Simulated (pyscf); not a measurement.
HO–Ga(F)–F + HCl → HO–Ga(F)–Cl + HF (four-centre exchange; singlet surface; F–Ga, Cl–H broken, Cl–Ga, F–H formed). PySCF, gas phase, ωB97X-D3(BJ)/def2-SVP geometries. Energies in eV from the separated reactants.

```csv
level,barrier,reaction energy
ωB97X-D3(BJ)/def2-TZVP,-0.33,-0.42
PBE/def2-TZVP,-0.35,-0.32
r²SCAN/def2-TZVP,-0.41,-0.33
B3LYP-D3(BJ)/def2-TZVP,-0.24,-0.33
PBE0-D3(BJ)/def2-TZVP,-0.35,-0.40
HF/def2-TZVP,0.28,-0.34
```

On the reactant side the descent ends in an adduct with a Cl–Ga contact, 0.49 eV under the separated species and 0.16 eV under the saddle at ωB97X-D3(BJ)/def2-TZVP. On the product side the descent ends in an adduct with a F–Ga contact, 0.47 eV under the separated species and 0.56 eV under the saddle at ωB97X-D3(BJ)/def2-TZVP. At ωB97X-D3(BJ), PBE, r²SCAN, B3LYP-D3(BJ), PBE0-D3(BJ) the saddle lies under the separated reactants, which points to a path from their complex (located at ωB97X-D3(BJ) alone). At PBE, r²SCAN the saddle lies under the separated products, which points to a path from their complex (located at ωB97X-D3(BJ) alone). What is counted as formed (Cl–Ga) is already present as a longer contact in the reactant adduct; forming that adduct is a step of its own. What is counted as broken (F–Ga) persists as a longer contact in the product adduct; parting that adduct is a step of its own. This is the saddle that the search found; another between the same sides may lie lower. Elements up to Kr have no core potential and no relativistic terms here.
